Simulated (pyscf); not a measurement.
PySCF, gas phase, ωB97X-D3(BJ)/def2-SVP geometries.

**Question.** For HO–SiH=AsH + H₂ → :HSi–AsH₂ [singlet] + H₂O, a concerted two-bond exchange (singlet surface; O–Si, H–H broken, As–H, H–O formed), PBE/def2-TZVP gives ΔE‡ = 42.3 kcal/mol and ΔE = +36.7 kcal/mol (zero: the separated reactants). In which direction and how far do B3LYP-D3(BJ)/def2-TZVP, PBE0-D3(BJ)/def2-TZVP, ωB97M-D3(BJ)/def2-TZVP move these?

**Answer.** B3LYP-D3(BJ): ΔE‡ = 47.5 kcal/mol, ΔE = +37.1 kcal/mol; PBE0-D3(BJ): ΔE‡ = 46.9 kcal/mol, ΔE = +36.2 kcal/mol; ωB97M-D3(BJ): ΔE‡ = 50.5 kcal/mol, ΔE = +35.1 kcal/mol. PBE's barrier lies under all of them, by 4.6 to 8.2 kcal/mol. Its reaction energy lies among theirs. Low barriers are usual for a GGA, whose delocalisation error favours stretched bonds. On the product side the descent ends in an adduct with a O–Si contact, 17.0 kcal/mol under the separated species and 31.7 kcal/mol under the saddle at ωB97X-D3(BJ)/def2-TZVP. What is counted as broken (O–Si) persists as a longer contact in the product adduct; parting that adduct is a step of its own. :HSi–AsH₂ [singlet] lies 16.8 kcal/mol over its isomer H₂Si=AsH (electronic energy, ωB97M-D3(BJ)/def2-TZVP). One saddle was located; it need not be the lowest between these sides. Elements up to Kr have no core potential and no relativistic terms here.
